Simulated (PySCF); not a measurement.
# TDDFT excited states: C3H3NOS

C3H3NOS.
SMILES: `Oc1cnsc1`

Theory: TDDFT PBE0/def2-SVPD, vertical, gas phase, core orbitals frozen in the response in PySCF. Isolated species at its GFN2-xTB geometry (one conformer only). Torsions of this conformer, `[OH:1][c:2]1[cH:3][n:4][s:5][cH:6]1`: H–O1–C2–C3 180°.

| state | E (eV) | λ (nm) | ν̃ (cm⁻¹) | f | symmetry | main configurations (H = HOMO, L = LUMO) |
| --- | --- | --- | --- | --- | --- | --- |
| S1 | 5.25 | 236.0 | 42380 | 0.108 | A′ | H→L (94%) |
| S2 | 5.59 | 221.8 | 45080 | 0.0004 | – | H→L+1 (91%) |
| S3 | 5.66 | 219.2 | 45630 | 0.0026 | A″ | H-2→L (98%) |
| S4 | 5.94 | 208.6 | 47940 | 0.0002 | – | H→L+2 (89%) |
| S5 | 6.26 | 198.1 | 50480 | 0.066 | A′ | H-1→L (89%) |
| S6 | 6.52 | 190.2 | 52580 | 0.0020 | – | H-1→L+1 (63%), H-1→L+2 (32%) |

Triplets (Tamm–Dancoff): T1 3.73 eV, H→L (93%); T2 4.26 eV, H-1→L (90%).

The lowest singlet comes at 236 nm (507 kJ/mol) in the ultraviolet; it is of moderate strength; its leading configuration is HOMO→LUMO (94%). The lowest level is also the most intense of those listed (f = 0.108). Löwdin shares by element: HOMO carbon 33% or more, sulfur 26%, oxygen 20% (atoms not listed hold the other 22%); LUMO carbon 36% or more, nitrogen 25%, sulfur 22% (atoms not listed hold the other 18%). The oscillator strengths of these states sum to 0.180; summed over the whole spectrum of an exact calculation they would give the number of electrons, 52 (Thomas–Reiche–Kuhn). Orbital energies (eV): HOMO-3 -10.36, HOMO-2 -8.42, HOMO-1 -7.93, HOMO -6.96, LUMO -0.97, LUMO+1 0.00, LUMO+2 0.35. The listed states span 1.26 eV, and the widest gap between neighbours is 0.33 eV (S1 to S2). Symmetry labels in Cs follow from the direction of the transition dipole and are given only for states with f of 0.002 or more. The window holds the lowest 6 singlets.
